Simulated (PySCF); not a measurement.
# The first ionisation energy along group 15

All values are computed (PySCF 2.14, energy differences of UHF-based or UKS calculations, no spin-orbit coupling). Values in eV. The last column holds reference values (NIST; (s) semi-empirical, (t) theoretical, else measured). Unmarked ones compare directly (S terms, centres of terms, or small fine structure); those marked * lie between the lowest fine-structure levels and include a spin-orbit shift.

| element | configurations | UHF | CCSD (valence) | CCSD(T) (valence) | CCSD(T) (valence and next inner shell) | PBE | PBE0 | reference |
| --- | --- | --- | --- | --- | --- | --- | --- | --- |
| N (x2c-TZVPPall with one added diffuse shell each of s, p, d type, spin-free X2C) | [He] 2s2 2p3 → [He] 2s2 2p2 | 13.891 | 14.429 | 14.451 | 14.464 | 14.723 | 14.695 | 14.545 |
| As (x2c-TZVPPall with one added diffuse shell each of s, p, d type, spin-free X2C) | [Ar] 3d10 4s2 4p3 → [Ar] 3d10 4s2 4p2 | 9.417 | 9.861 | 9.892 | 9.935 | 9.889 | 9.946 | 10.008 |
| Sb (x2c-TZVPPall with one added diffuse shell each of s, p, d, f type, spin-free X2C) | [Kr] 4d10 5s2 5p3 → [Kr] 4d10 5s2 5p2 | 8.598 | 8.988 | 9.018 | 9.075 | 8.976 | 9.054 | 9.124 |
| Bi (x2c-TZVPPall with one added diffuse shell each of s, p, d, f type, spin-free X2C) | [Xe] 4f14 5d10 6s2 6p3 → [Xe] 4f14 5d10 6s2 6p2 | 8.245 | 8.601 | 8.624 | 8.678 | 8.600 | 8.674 | 7.286 * |

Fill in the row of P (x2c-TZVPPall with one added diffuse shell each of s, p, d type, spin-free X2C) ([Ne] 3s2 3p3 → [Ne] 3s2 3p2).

UHF 9.896; CCSD (valence) 10.407; CCSD(T) (valence) 10.450; CCSD(T) (valence and next inner shell) 10.445; PBE 10.482; PBE0 10.520; reference 10.526 (eV).

For Bi a determinant mixes LS terms or the coupling is close to jj, so these rows are model values.

"Valence" correlates the outer s and p shells and, in groups 3 to 12 and the f block, the outer d or f shell, open or full, or the next shell where the ion has no valence electron left; the wider scheme adds the next inner shell.
